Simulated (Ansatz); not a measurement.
Total energies of C2H2O (`C=C=O`).

```xyz
5

C    -0.469    0.267    0.048
C     0.663   -0.377   -0.067
O     1.664   -0.947   -0.169
H    -1.110    0.067    0.893
H    -0.747    0.990   -0.704
```

Charge 0, multiplicity 1. The structure was optimised at the PBE0-D4/def2-TZVP level. Basis def2-TZVPP, Ansatz 0.2.0.

RPA on PBE orbitals: Hartree–Fock energy of these orbitals -151.75836 Eh, correlation -0.84068 Eh (frozen core).

```csv
functional,energy without D4 (Eh),D4 term (kJ/mol)
LDA (SPW92),-151.41104,–
PBE,-152.49042,-5.0
revPBE,-152.62776,-18.8
BLYP,-152.63421,-11.6
r2SCAN,-152.58297,-1.2
B97M-V,-152.64616,–
B3LYP,-152.67020,-8.0
r2SCANh,-152.57233,-1.2
BHLYP,-152.57742,-5.4
LC-ωPBE,-152.55866,–
ωB97X-V,-152.61232,–
ωB97M-V,-152.61227,–
B2PLYP,-152.55057,–
PBE-QIDH,-152.46056,–
```

Give the same for PBE0, r2SCAN0, HSE06 (plane-wave form), CAM-B3LYP. (Estimate.)

The calculation gave: 
```tsv
functional	energy without D4 (Eh)	D4 term (kJ/mol)
PBE0	-152.48896	-4.1
r2SCAN0	-152.55708	-1.3
HSE06 (plane-wave form)	-152.48136	-3.7
CAM-B3LYP	-152.59780	-4.0
```

B3LYP takes the VWN-RPA correlation (the form of Gaussian; ORCA's B3LYP/G). HSE06 is the plane-wave form, built on full-range PBE exchange. The double hybrids freeze the cores in their second-order part.

LC-ωPBE has ω = 0.4 bohr⁻¹.
